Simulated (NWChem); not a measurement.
Program: NWChem. System: HLi, charge 1, spin multiplicity 2, at the geometry of a parent with another charge or spin, in a state set for the comparison that need not be this species' ground state. Its SCF solution wasn't tested for a lower state. Level: ROCCSD(T)/def2-TZVP, no orbitals frozen.

Part of the output:

```
             Northwest Computational Chemistry Package (NWChem) 7.3.0
             --------------------------------------------------------

                                NWChem Input Module
                                -------------------

 Scaling coordinates for geometry "geometry" by  1.889725989
 (inverse scale =  0.529177249)

 Turning off AUTOSYM since
 SYMMETRY directive was detected!

                             Geometry "geometry" -> ""
                             -------------------------

 Output coordinates in angstroms (scale by  1.889725989 to convert to a.u.)

  No.       Tag          Charge          X              Y              Z
 ---- ---------------- ---------- -------------- -------------- --------------
    1 Li                   3.0000     0.00000000     0.00000000     0.39940600
    2 H                    1.0000     0.00000000     0.00000000    -1.19821800

 Effective nuclear repulsion energy (a.u.)       0.9936829611

            Nuclear Dipole moment (a.u.)
            ----------------------------
        X                 Y               Z
 ---------------- ---------------- ----------------
     0.0000000000     0.0000000000     0.0000000000

      Symmetry information
      --------------------

 Group name             C2v
 Group number             16
 Group order               4
 No. of unique centers     2

      Symmetry unique atoms

     1    2


 Summary of "ao basis" -> "" (spherical)
 ------------------------------------------------------------------------------
       Tag                 Description            Shells   Functions and Types
 ---------------- ------------------------------  ------  ---------------------
 *                         def2-tzvp                  on all atoms

 Summary of "ao basis" -> "ao basis" (spherical)
 ------------------------------------------------------------------------------
       Tag                 Description            Shells   Functions and Types
 ---------------- ------------------------------  ------  ---------------------
 Li                        def2-tzvp                 8       14   5s3p
 H                         def2-tzvp                 4        6   3s1p

                                 NWChem SCF Module
                                 -----------------

  ao basis        = "ao basis"
  functions       =    20
  atoms           =     2
  closed shells   =     1
  open shells     =     1
  charge          =   1.00
  wavefunction    = ROHF
  use symmetry    = T
  symmetry adapt  = T

 Summary of "ao basis" -> "ao basis" (spherical)
 ------------------------------------------------------------------------------
       Tag                 Description            Shells   Functions and Types
 ---------------- ------------------------------  ------  ---------------------
 Li                        def2-tzvp                 8       14   5s3p
 H                         def2-tzvp                 4        6   3s1p

      Symmetry analysis of basis
      --------------------------

        a1         12
        a2          0
        b1          4
        b2          4

 Forming initial guess at       0.0s

      Symmetry analysis of molecular orbitals - initial
      -------------------------------------------------

  Numbering of irreducible representations:

     1 a1          2 a2          3 b1          4 b2

  Orbital symmetries:

     1 a1          2 a1          3 a1          4 b2          5 b1
     6 a1          7 a1          8 a1          9 b2         10 b1
    11 a1         12 a1

 Starting SCF solution at       0.0s

 ----------------------------------------------
         Quadratically convergent ROHF

 Convergence threshold     :          1.000E-07
 Maximum no. of iterations :          100
 Final Fock-matrix accuracy:          1.000E-09
 ----------------------------------------------

              iter       energy          gnorm     gmax       time
             ----- ------------------- --------- --------- --------
                 1       -7.7266798084  2.19D-01  1.87D-01      0.0
                 2       -7.7278271872  2.32D-02  1.48D-02      0.0
                 3       -7.7278735320  3.61D-04  1.89D-04      0.0
                 4       -7.7278735457  2.20D-08  1.07D-08      0.0
[...]
     1 a1          2 a1          3 a1          4 b1          5 b2
     6 a1          7 a1          8 a1          9 b1         10 b2
    11 a1         12 a1

             Final eigenvalues
             -----------------

              1
    1   -2.7778
    2   -0.4942
    3   -0.1698
    4   -0.1221
    5   -0.1221
    6   -0.0508
    7   -0.0039
    8    0.2118
    9    0.3846
   10    0.3846
   11    0.4403
   12    1.2595

                       ROHF Final Molecular Orbital Analysis
                       -------------------------------------

 Vector    2  Occ=1.000000D+00  E=-4.941690D-01  Symmetry=a1
              MO Center= -2.7D-16,  1.1D-15, -1.1D+00, r^2= 7.5D-01
   Bfn.  Coefficient  Atom+Function         Bfn.  Coefficient  Atom+Function
  ----- ------------  ---------------      ----- ------------  ---------------
    16      0.573998  2 H  s                 15      0.240953  2 H  s
    17      0.201675  2 H  s

 Vector    3  Occ=0.000000D+00  E=-1.698138D-01  Symmetry=a1
              MO Center=  6.7D-15, -3.2D-14,  1.3D+00, r^2= 4.7D+00
   Bfn.  Coefficient  Atom+Function         Bfn.  Coefficient  Atom+Function
  ----- ------------  ---------------      ----- ------------  ---------------
     5      0.631032  1 Li s                  4      0.462092  1 Li s
    11      0.305074  1 Li pz                17     -0.179121  2 H  s

 Vector    4  Occ=0.000000D+00  E=-1.220586D-01  Symmetry=b1
              MO Center= -6.7D-15,  9.5D-46,  3.9D-01, r^2= 5.3D+00
   Bfn.  Coefficient  Atom+Function         Bfn.  Coefficient  Atom+Function
  ----- ------------  ---------------      ----- ------------  ---------------
     9      0.938263  1 Li px

 Vector    5  Occ=0.000000D+00  E=-1.220586D-01  Symmetry=b2
              MO Center=  1.5D-42,  3.2D-14,  3.9D-01, r^2= 5.3D+00
   Bfn.  Coefficient  Atom+Function         Bfn.  Coefficient  Atom+Function
  ----- ------------  ---------------      ----- ------------  ---------------
    10      0.938263  1 Li py

 center of mass
 --------------
 x =   0.00000000 y =   0.00000000 z =   0.37556025

 moments of inertia (a.u.)
 ------------------
           8.032303002989           0.000000000000           0.000000000000
           0.000000000000           8.032303002989           0.000000000000
           0.000000000000           0.000000000000           0.000000000000

  Mulliken analysis of the total density
  --------------------------------------

    Atom       Charge   Shell Charges
 -----------   ------   -------------------------------------------------------
    1 Li   3     2.09   0.36  1.29  0.35  0.05 -0.01  0.03  0.02  0.00
    2 H    1     0.91   0.18  0.56  0.17  0.00

 Mulliken analysis of the open-shell density
 -------------------------------------------

    Atom       Charge   Shell Charges
 -----------   ------   -------------------------------------------------------
    1 Li   3     0.09   0.00  0.00 -0.00  0.05 -0.01  0.03  0.02  0.00
    2 H    1     0.91   0.18  0.56  0.17  0.00

       Multipole analysis of the density wrt the origin
       ------------------------------------------------

     L   x y z        total         open         nuclear
     -   - - -        -----         ----         -------
     0   0 0 0      1.000000     -1.000000      4.000000

     1   1 0 0      0.000000      0.000000      0.000000
     1   0 1 0     -0.000000     -0.000000      0.000000
     1   0 0 1      0.592631      2.101968      0.000000

     2   2 0 0     -1.161938     -0.864733      0.000000
     2   1 1 0      0.000000      0.000000      0.000000
     2   1 0 1     -0.000000     -0.000000      0.000000
     2   0 2 0     -1.161938     -0.864733      0.000000
     2   0 1 1      0.000000      0.000000      0.000000
     2   0 0 2      0.037572     -5.361531      6.836095

                   NWChem Extensible Many-Electron Theory Module
                   ---------------------------------------------


            General Information
            -------------------
      Number of processors :     1
         Wavefunction type : Restricted open-shell Hartree-Fock
          No. of electrons :     3
           Alpha electrons :     2
            Beta electrons :     1
           No. of orbitals :    40
            Alpha orbitals :    20
             Beta orbitals :    20
        Alpha frozen cores :     0
         Beta frozen cores :     0
     Alpha frozen virtuals :     0
      Beta frozen virtuals :     0
         Spin multiplicity : doublet
    Number of AO functions :    20
       Number of AO shells :    12
        Use of symmetry is : on
      Symmetry adaption is : on
         Schwarz screening : 0.10D-09

          Correlation Information
          -----------------------
          Calculation type : Coupled-cluster singles & doubles w/ perturbation
   Perturbative correction : (T)
            Max iterations :      100
        Residual threshold : 0.10D-05
     T(0) DIIS level shift : 0.00D+00
     L(0) DIIS level shift : 0.00D+00
     T(1) DIIS level shift : 0.00D+00
     L(1) DIIS level shift : 0.00D+00
     T(R) DIIS level shift : 0.00D+00
     T(I) DIIS level shift : 0.00D+00
   CC-T/L Amplitude update :  5-th order DIIS
                I/O scheme : Global Array Library
        L-threshold :  0.10D-05
        EOM-threshold :  0.10D-05
 no EOMCCSD initial starts read in
 TCE RESTART OPTIONS
 SLICE:      F
 D4D5:       F
 quantumc:   F
 qrotation:  F
 pwtce:      F
 qducc:      F
 nacto:                         0
 nrotv:                         0
 nrot:                          0

            Memory Information
            ------------------
          Available GA space size is     249036000 doubles
          Available MA space size is     104856252 doubles

 Maximum block size supplied by input
 Maximum block size        24 doubles

 tile_dim =     10

 -------------------------------------------------

 Global array virtual files algorithm will be used

 Parallel file system coherency ......... OK

 4-electron integrals stored in orbital form

 v2    file size   =            21562
 4-index algorithm nr.  13 is used
 imaxsize =       30
 imaxsize ichop =        0


CCSD iterations
 ---------------------------------------------------------
 Iter          Residuum       Correlation     Cpu    Wall
 ---------------------------------------------------------
    1   0.0853303168633  -0.0303122602200     0.0     0.0
    2   0.0119092272029  -0.0340346765156     0.0     0.0
    3   0.0018620325526  -0.0345315584603     0.0     0.0
    4   0.0003345126416  -0.0346032779004     0.0     0.0
    5   0.0000693661862  -0.0346144075602     0.0     0.0
    6   0.0000054521464  -0.0346167316709     0.0     0.0
    7   0.0000014168798  -0.0346167207197     0.0     0.0
    8   0.0000005209644  -0.0346167206855     0.0     0.0
 -----------------------------------------------------------------
 Iterations converged
 CCSD correlation energy / hartree =        -0.034616720685480
 CCSD total energy / hartree       =        -7.762490266390635

 Singles contributions

 Doubles contributions
 CCSD(T)
 Using plain CCSD(T) code
             total no. of tasks           62
 total no. of tasks / no. procs           62
                         wl_min            1           1.0
                         wl_max         1000           3.2
        thresh for no. of tasks           62

 CCSD[T]  correction energy / hartree =        -0.000005422085652
 CCSD[T] correlation energy / hartree =        -0.034622142771133
 CCSD[T] total energy / hartree       =        -7.762495688476288
 CCSD(T)  correction energy / hartree =        -0.000005411100736
 CCSD(T) correlation energy / hartree =        -0.034622131786216
 CCSD(T) total energy / hartree       =        -7.762495677491372

 Task  times  cpu:        0.3s     wall:        0.3s

 Total times  cpu:        0.3s     wall:        0.3s
```

Question: Write an NWChem input that would produce this output.

Answer: This is not unique; one that fits is 
```
start mol
memory heap 100 mb stack 700 mb global 1900 mb
charge 1
geometry units angstroms nocenter noautoz
  Li     0.000000     0.000000     0.399406
  H      0.000000     0.000000    -1.198218
  symmetry group C2v
end
basis spherical
  * library def2-tzvp
end
scf
  rohf
  nopen 1
  maxiter 100
  thresh 1e-7
  semidirect memsize 60000000 filesize 0
  # guess.movecs holds the orbitals of an unrestricted PBE0 run
  vectors input guess.movecs output mol.movecs
end
tce
  ccsd(t)
  2eorb
  2emet 13
  thresh 1e-6
  maxiter 100
  tilesize 24
end
task tce energy
```
